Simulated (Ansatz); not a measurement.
C3H3N (`C=CC#N`): measurement beside calculation (Ansatz, PBE0-D4/def2-TZVP geometry).

```xyz
7

C    -0.806    0.616    0.274
C    -0.005   -0.152   -0.458
C     1.179   -0.745    0.064
N     2.141   -1.234    0.466
H    -0.593    0.828    1.314
H    -1.698    1.050   -0.159
H    -0.220   -0.363   -1.500
```

Measured: 49850.69655 ± 0.00043 MHz (A, ground vibrational state, rotational spectroscopy); 4971.212565 ± 3.7e-05 MHz (B, ground vibrational state, rotational spectroscopy); 4513.828516 ± 3.9e-05 MHz (C, ground vibrational state, rotational spectroscopy). Source: Laboratory Characterization and Astrophysical Detection of Vibrationally Excited States of Vinyl Cyanide in Orion-KL, 2014 (arxiv:1407.4363).

```json
{"constant": "A", "measured (MHz)": "49851", "computed (MHz)": "50887", "error (%)": "2.1"}
{"constant": "B", "measured (MHz)": "4971", "computed (MHz)": "5010", "error (%)": "0.8"}
{"constant": "C", "measured (MHz)": "4514", "computed (MHz)": "4561", "error (%)": "1.0"}
```

Computed constants are equilibrium values for the main isotopes; measured ground-state ones include zero-point motion, which usually lowers them by up to about 1 %.

Measured: 2.391494 ± 5e-06 cm⁻¹ (energy difference (v11=1,v15=1) minus v10=1, perturbation analysis of rotational spectrum); 18.31812 ± 2e-05 cm⁻¹ (energy difference v14=1 minus v15=2, perturbation analysis of rotational spectrum); 23.16415 ± 3e-05 cm⁻¹ (energy difference v11=3 minus v15=2, perturbation analysis of rotational spectrum); 6.44502 ± 3e-05 cm⁻¹ (energy difference (v11=2,v15=1) minus (v10=1,v11=1), perturbation analysis of rotational spectrum). Source: Laboratory Characterization and Astrophysical Detection of Vibrationally Excited States of Vinyl Cyanide in Orion-KL, 2014 (arxiv:1407.4363).

Harmonic PBE0-D4 wavenumbers (cm⁻¹, unscaled): 238, 354, 586, 717, 893, 996, 1010, 1110, 1317, 1443, 1696, 2364, 3174, 3195, 3271. Fundamentals include anharmonicity and usually lie a few per cent under these; harmonic values from spectra compare directly.

Enthalpy of formation at 298 K: 43.2 kcal/mol (zero for an element's reference state; older measured values of the G2 set, as listed by Staroverov and co-workers, J. Chem. Phys. 119, 12129, 2003). With their computed zero-point and thermal terms and the atoms' enthalpies of Curtiss and co-workers (1997) it gives an electronic atomization energy of 764.0 kcal/mol.

```tsv
level	atomization (kcal/mol)	error	error per bond
LDA (SPW92)	880.0	116.1	19.3
PBE-D4	793.4	29.5	4.9
revPBE-D4	771.5	7.5	1.3
BLYP-D4	773.2	9.3	1.5
r2SCAN-D4	761.8	-2.2	-0.4
B97M-V	762.8	-1.1	-0.2
PBE0-D4	769.1	5.1	0.9
B3LYP-D4	765.6	1.7	0.3
r2SCANh-D4	754.3	-9.6	-1.6
r2SCAN0-D4	743.6	-20.3	-3.4
HSE06-D4	769.9	5.9	1.0
BHLYP-D4	732.1	-31.9	-5.3
CAM-B3LYP-D4	765.1	1.1	0.2
ωB97X-V	760.8	-3.2	-0.5
ωB97M-V	764.0	0.1	0.0
B2PLYP	759.6	-4.3	-0.7
PBE-QIDH	758.0	-5.9	-1.0
PBE	791.0	27.1	4.5
revPBE	763.0	-0.9	-0.2
BLYP	767.8	3.8	0.6
r2SCAN	761.2	-2.8	-0.5
PBE0	767.1	3.2	0.5
B3LYP	761.8	-2.2	-0.4
r2SCANh	753.7	-10.2	-1.7
r2SCAN0	742.9	-21.0	-3.5
HSE06	768.1	4.1	0.7
BHLYP	729.4	-34.5	-5.8
CAM-B3LYP	763.1	-0.9	-0.1
LC-ωPBE	760.4	-3.5	-0.6
HF/def2-TZVPP	535.0	-228.9	-38.2
MP2/def2-TZVPP	760.9	-3.1	-0.5
SCS-MP2/def2-TZVPP	755.6	-8.3	-1.4
CCSD/def2-TZVPP	723.1	-40.8	-6.8
CCSD(T)/def2-TZVPP	739.3	-24.6	-4.1
HF/def2-QZVPP	535.9	-228.0	-38.0
MP2/def2-QZVPP	772.6	8.7	1.4
SCS-MP2/def2-QZVPP	769.2	5.3	0.9
HF/CBS(def2)	536.0	-227.9	-38.0
MP2/CBS(def2)	780.9	16.9	2.8
CCSD/CBS(def2)	743.1	-20.9	-3.5
CCSD(T)/CBS(def2)	759.3	-4.6	-0.8
```

Functionals use def2-TZVPP; B3LYP here is the variant with VWN-RPA as its local correlation; programs differ in this. The calculations leave out spin–orbit coupling, scalar relativity and, for the correlated methods, core correlation; together these are worth up to about 1 kcal/mol a heavy atom. HSE06 is defined as in plane-wave codes. CBS adds triple-zeta CCSD(T) − MP2 to the MP2 limit. T1 = 0.014.
